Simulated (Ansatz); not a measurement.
Basis-set extrapolation for C5H6O, SMILES `C=C1OC=C1C` (PBE0-D4/def2-TZVP geometry, frozen core, Ansatz). Multiplicity 1, RHF reference.

|  | def2-TZVPP | def2-QZVPP |
| --- | --- | --- |
| HF | -267.703184 | -267.714999 |
| MP2 correlation | -1.032203 | -1.101687 |
| CCSD(T) correlation | -1.114612 | not run |

Energies in hartree. Use E(X) = E(∞) + A·exp(−7.88·√X) for Hartree–Fock and E(X) = E(∞) + B·X^(−2.97) for correlation, with X = 3 and 4, and add CCSD(T) minus MP2 of the smaller set to the MP2 limit.

What is the CCSD(T) energy at the basis-set limit?

HF limit: -267.714999 + (-0.011815) × 0.13774 = -267.71663. MP2 limit: -1.101687 + (-0.069484) × 0.74074 = -1.15316. Higher-order term: -1.114612 − (-1.032203) = -0.08241. Total: -268.95220 hartree, 3.66 eV below CCSD(T)/def2-TZVPP.
